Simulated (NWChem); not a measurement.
System: ethylene (C2H4); SMILES C=C

The following NWChem deck was run.

```
start job
memory heap 200 mb stack 900 mb global 1100 mb
geometry units angstroms noautosym nocenter noautoz
  C      0.000000     0.665229     0.000000
  C      0.000000    -0.665229     0.000000
  H      0.931002     1.240614     0.000000
  H     -0.931002     1.240614     0.000000
  H     -0.931002    -1.240614     0.000000
  H      0.931002    -1.240614     0.000000
end
basis spherical
  * library 6-31g*
end
dft
  xc hfexch
  iterations 150
  mulliken
end
task dft energy
esp
  recalculate
  probe 0.07
  range 0.3
  factor 1.0
  spacing 0.02
end
task esp
```

Output (shortened):

```
             Northwest Computational Chemistry Package (NWChem) 7.3.0
             --------------------------------------------------------

                             Geometry "geometry" -> ""
                             -------------------------

 Output coordinates in angstroms (scale by  1.889725989 to convert to a.u.)

  No.       Tag          Charge          X              Y              Z
 ---- ---------------- ---------- -------------- -------------- --------------
    1 C                    6.0000     0.00000000     0.66522900     0.00000000
    2 C                    6.0000     0.00000000    -0.66522900     0.00000000
    3 H                    1.0000     0.93100200     1.24061400     0.00000000
    4 H                    1.0000    -0.93100200     1.24061400     0.00000000
    5 H                    1.0000    -0.93100200    -1.24061400     0.00000000
    6 H                    1.0000     0.93100200    -1.24061400     0.00000000

 Effective nuclear repulsion energy (a.u.)      33.2465659495

  xc_inp: hfexch multiplicative factor not found.

                                 NWChem DFT Module
                                 -----------------

 Summary of "ao basis" -> "ao basis" (spherical)
 ------------------------------------------------------------------------------
       Tag                 Description            Shells   Functions and Types
 ---------------- ------------------------------  ------  ---------------------
 C                           6-31g*                  6       14   3s2p1d
 H                           6-31g*                  2        2   2s

            General Information
            -------------------
          SCF calculation type: DFT
          Wavefunction type:  closed shell.
          No. of atoms     :     6
          No. of electrons :    16
           Alpha electrons :     8
            Beta electrons :     8
          Charge           :     0
          Spin multiplicity:     1
          Use of symmetry is: off; symmetry adaption is: off
          Maximum number of iterations: 150
          AO basis - number of functions:    36
                     number of shells:    20
          Convergence on energy requested:  1.00D-06
          Convergence on density requested:  1.00D-05
          Convergence on gradient requested:  5.00D-04

              XC Information
              --------------
                     Hartree-Fock (Exact) Exchange  1.000

      Superposition of Atomic Density Guess
      -------------------------------------

 Sum of atomic energies:         -77.31343845

      Non-variational initial energy
      ------------------------------

 Total energy =     -78.409408
 1-e energy   =    -168.051200
 2-e energy   =      56.395226
 HOMO         =      -0.323707
 LUMO         =       0.022763

     ---------------------------------------------
      Total Density - Mulliken Population Analysis
     ---------------------------------------------

    Atom       Charge   Shell Charges
 -----------   ------   -------------------------------------------------------
    1 C    6     6.44   2.00  0.74  1.94  0.62  1.11  0.03
    2 C    6     6.44   2.00  0.74  1.94  0.62  1.11  0.03
    3 H    1     0.78   0.46  0.32
    4 H    1     0.78   0.46  0.32
    5 H    1     0.78   0.46  0.32
    6 H    1     0.78   0.46  0.32

   convergence    iter        energy       DeltaE   RMS-Dens  Diis-err
 ---------------- ----- ----------------- --------- --------- ---------
 d= 0,ls=0.0,diis     1    -78.0080974112 -1.11D+02  6.11D-03  1.21D-01
 d= 0,ls=0.0,diis     2    -78.0286415103 -2.05D-02  2.15D-03  7.92D-03
 d= 0,ls=0.0,diis     3    -78.0300329165 -1.39D-03  4.93D-04  7.48D-04
 d= 0,ls=0.0,diis     4    -78.0301483887 -1.15D-04  7.76D-05  6.94D-06
 d= 0,ls=0.0,diis     5    -78.0301500967 -1.71D-06  1.27D-05  1.79D-07
 d= 0,ls=0.0,diis     6    -78.0301501466 -4.99D-08  3.29D-06  6.37D-09

         Total DFT energy =      -78.030150146596
      One electron energy =     -169.849143720360
           Coulomb energy =       70.304719910858
    Exchange-Corr. energy =      -11.732292286547
 Nuclear repulsion energy =       33.246565949454

 Numeric. integr. density =        0.000000000000

                       DFT Final Molecular Orbital Analysis
                       ------------------------------------

 Vector    6  Occ=2.000000D+00  E=-5.814919D-01
              MO Center= -7.4D-15, -4.7D-14, -4.4D-17, r^2= 1.7D+00
   Bfn.  Coefficient  Atom+Function         Bfn.  Coefficient  Atom+Function
  ----- ------------  ---------------      ----- ------------  ---------------
     4      0.405196  1 C  py                18     -0.405196  2 C  py
     8      0.155803  1 C  py                22     -0.155803  2 C  py
    29      0.125333  3 H  s                 31      0.125333  4 H  s
    33      0.125333  5 H  s                 35      0.125333  6 H  s
    30      0.100545  3 H  s                 32      0.100545  4 H  s

 Vector    7  Occ=2.000000D+00  E=-4.988364D-01
              MO Center=  2.8D-15, -3.2D-14,  6.7D-17, r^2= 2.4D+00
   Bfn.  Coefficient  Atom+Function         Bfn.  Coefficient  Atom+Function
  ----- ------------  ---------------      ----- ------------  ---------------
     3      0.301077  1 C  px                17     -0.301077  2 C  px
     7      0.199552  1 C  px                21     -0.199552  2 C  px
    29      0.188343  3 H  s                 31     -0.188343  4 H  s
    33      0.188343  5 H  s                 35     -0.188343  6 H  s
    30      0.156521  3 H  s                 32     -0.156521  4 H  s

 Vector    8  Occ=2.000000D+00  E=-3.719008D-01
              MO Center= -1.8D-16,  1.4D-14,  4.2D-18, r^2= 1.4D+00
   Bfn.  Coefficient  Atom+Function         Bfn.  Coefficient  Atom+Function
  ----- ------------  ---------------      ----- ------------  ---------------
     5      0.374515  1 C  pz                19      0.374515  2 C  pz
     9      0.305915  1 C  pz                23      0.305915  2 C  pz
    11     -0.025524  1 C  d -1              25      0.025524  2 C  d -1

 Vector    9  Occ=0.000000D+00  E= 1.803594D-01
              MO Center= -4.7D-17, -1.4D-14,  7.1D-16, r^2= 2.2D+00
   Bfn.  Coefficient  Atom+Function         Bfn.  Coefficient  Atom+Function
  ----- ------------  ---------------      ----- ------------  ---------------
     9      0.738616  1 C  pz                23     -0.738616  2 C  pz
     5      0.341716  1 C  pz                19     -0.341716  2 C  pz

 Vector   10  Occ=0.000000D+00  E= 2.624623D-01
              MO Center= -3.6D-14,  1.1D-12, -7.2D-16, r^2= 4.7D+00
   Bfn.  Coefficient  Atom+Function         Bfn.  Coefficient  Atom+Function
  ----- ------------  ---------------      ----- ------------  ---------------
     6      1.446955  1 C  s                 20      1.446955  2 C  s
    30     -1.013245  3 H  s                 32     -1.013245  4 H  s
    34     -1.013245  5 H  s                 36     -1.013245  6 H  s
     8      0.637539  1 C  py                22     -0.637539  2 C  py
     4      0.149076  1 C  py                18     -0.149076  2 C  py

 Vector   11  Occ=0.000000D+00  E= 2.878877D-01
              MO Center=  3.3D-14, -9.7D-14,  8.4D-17, r^2= 4.6D+00
   Bfn.  Coefficient  Atom+Function         Bfn.  Coefficient  Atom+Function
  ----- ------------  ---------------      ----- ------------  ---------------
    30      1.066082  3 H  s                 32     -1.066082  4 H  s
    34     -1.066082  5 H  s                 36      1.066082  6 H  s
     7     -0.787489  1 C  px                21     -0.787489  2 C  px
     3     -0.254728  1 C  px                17     -0.254728  2 C  px
    29      0.044521  3 H  s                 31     -0.044521  4 H  s

     ---------------------------------------------
      Total Density - Mulliken Population Analysis
     ---------------------------------------------

    Atom       Charge   Shell Charges
 -----------   ------   -------------------------------------------------------
    1 C    6     6.36   2.00  0.67  1.96  0.60  1.09  0.04
    2 C    6     6.36   2.00  0.67  1.96  0.60  1.09  0.04
    3 H    1     0.82   0.52  0.30
    4 H    1     0.82   0.52  0.30
    5 H    1     0.82   0.52  0.30
    6 H    1     0.82   0.52  0.30

[...]

                     NWChem Electrostatic Potential Fit Module
                     -----------------------------------------

 Atom parameters

 Number of atoms is                                    6
 Number of basis functions is                         36

 Grid parameters

 Maximum number of grid points is                  28608
 Number of grid points is                          28607
 Grid range                                     0.300000 nm
 Grid spacing                                   0.020000 nm
 Probe radius                                   0.070000 nm
 Atom radius factor                             1.000000

 Atomic radii

    1    0.100000
    6    0.147000
 FASTESP  F
  using M.O. file = ./job.movecs

    Atom              Coordinates                           Charge

                                                  ESP

    1 C     0.000000    0.066523    0.000000   -0.280389
    2 C     0.000000   -0.066523    0.000000   -0.293410
    3 H     0.093100    0.124061    0.000000    0.141204
    4 H    -0.093100    0.124061    0.000000    0.141899
    5 H    -0.093100   -0.124061    0.000000    0.145718
    6 H     0.093100   -0.124061    0.000000    0.144978
                                            ------------
                                                0.000000

 Dipole moment                                  0.002905

 Quadrupole moment Qxx                          1.305191
                   Qyy                          2.717774
                   Qzz                         -4.022965

 RMS deviation kJ/mol                           0.069677

 RRMS %                                        52.143777
```

Level: Hartree-Fock/6-31G* (spherical d). All runs use the structure optimised with PBE0/def2-SVP.
